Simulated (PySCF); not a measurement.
# O2S: the cost of one run

Computed with PySCF 2.14.0, with density-fitted response routines of our own, on a single molecule in the gas phase. Atoms count from 0, in the outputs and in this text.

### Step 1. Starting geometry

3 atoms, charge 0, multiplicity 1; geometry from: MMFF94s. The atoms were then displaced at random by about 0.03 Å, so the start is not that level's minimum.

Bonds of the start (Å): O0–S1 1.56, S1–O2 1.62.

### Step 2. Geometry optimisation at PBE0-D3(BJ)/def2-SVP

What the job is given:

```
{"job": {"xc": "PBE0", "basis": "def2-SVP", "d3": "d3bj", "grid": 1, "shake": 0.03, "kind": "geom"}, "charge": 0, "multiplicity": 1}
O     -1.308220     0.282000     0.012540
S     -0.040820    -0.623110    -0.006470
O      1.332640     0.243900    -0.025960
```

The run is started by

```sh
> OMP_NUM_THREADS=1 python probes_run.py task.json out
```

This one command runs all jobs of the session in turn.

**Question.** How long does this first job take on 1 thread of Arm Neoverse N1, shared host, and how much memory does it need?

About 6.6 s, with a peak of 0.25 GiB.
